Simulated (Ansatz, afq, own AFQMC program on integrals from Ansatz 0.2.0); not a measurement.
Integrals from Ansatz 0.2.0, then the random walk in our own AFQMC program (afq).

```yaml
crystal:
  periodic: [false, false, false]
  atoms:
    - {symbol: B, position_ang: [0.000000, 0.000000, 1.731547]}
    - {symbol: Al, position_ang: [0.000000, 0.000000, -0.588094]}
    - {symbol: H, position_ang: [0.000000, -1.367107, -1.414802]}
    - {symbol: H, position_ang: [0.000000, 1.367107, -1.414802]}
basis:
  gaussian: {orbitals: cc-pVDZ}
magnetization: {spin_polarized: false}
correlation: {method: ccsd_t, electrons: outside_noble_gas, hamiltonian_folder: ham}
```

```sh
$ ansatz run in.yaml --threads 1 --pin off --events-out ev --progress --plain --max-ram 1382MiB
```

Options of the walk:

```
--method phaseless --trial cisd --walkers 2 --populations 1 --least-time 40 --time-step 0.04 --steps-per-block 5 --equilibration-blocks 30 --max-blocks 300 --target-error 0.00068 --factor-cut 1e-05 --seed 3177 --taylor-order 8
```

Times are imaginary, in 1/Eh. The walk had a cap of 90 s.

```
orbitals 36  electrons 4 4  factors 264 of 399
reference energy -267.59139595 Eh
CCSD correlation -0.16093823 Eh in 16 cycles, weight of the determinant in the CISD state 0.8576
energy of the start -267.752334 Eh
 block  time / (1/Eh)  mean weight  energy / Eh
     1     0.200  0.9739  -267.750421
     2     0.400  0.9843  -267.749824
     3     0.600  0.9895  -267.749222
     4     0.800  1.0195  -267.750898
     5     1.000  1.0120  -267.751294
     8     1.600  1.0877  -267.751311
    17     3.400  0.9874  -267.747599
    41     8.200  1.0425  -267.807311
    57    11.400  1.1958  -267.900610
    65    13.000  0.9199  -267.755211
    89    17.800  0.9374  -267.777044
    97    19.400  0.9651  -267.728148
   113    22.600  0.9324  -267.750591
   137    27.400  0.9693  -267.773043
   161    32.200  1.0337  -267.734814
   185    37.000  1.0184  -267.845331
   209    41.800  0.9183  -267.767408
   233    46.600  1.1234  -267.771894
   257    51.400  1.0066  -267.745053
   281    56.200  0.9275  -267.766927
   305    61.000  1.0189  -267.748514
   329    65.800  1.0420  -267.761804
blocks merged  error / Eh  count
     1  0.001902  300
     2  0.002302  150
     4  0.003008  75
     8  0.003329  37
    16  0.003524  18
    32  0.003486  9
energy -267.763659 +/- 0.003524 Eh
(rows thinned)
```

The run failed at least one of its tests; the cautions name the faults.

Against this walk (error 95.9 meV) on the same determinant: CCSD(T) 206.6 meV higher, CCSDT(Q) 168.4 meV higher (within the noise), a separate phaseless walk with a CISD trial and standard settings 165.7 ± 96.5 meV higher (within the noise). The error is statistical and leaves out the bias of the constraint.

A setting was made bad on purpose (too few walkers), so the walk's energy isn't to be trusted.

Cautions: constraint bias not in the error; error above the target (95.9 against 18.5 meV); higher spins were not checked; restricted determinant unstable towards unrestricted (UHF 540 meV lower, ⟨S²⟩ 0.85); so few walkers bias the energy; the time-step error isn't removed.

CCSDT and higher add their correlation energy to the determinant of the CCSD(T) run, since their own runs factorise the integrals more tightly (a shift of under 2 meV). A walk keeps the symmetry of its determinant, which the program's search chose and which needn't be the lowest solution, so a lower state of the same spin and another symmetry isn't excluded.
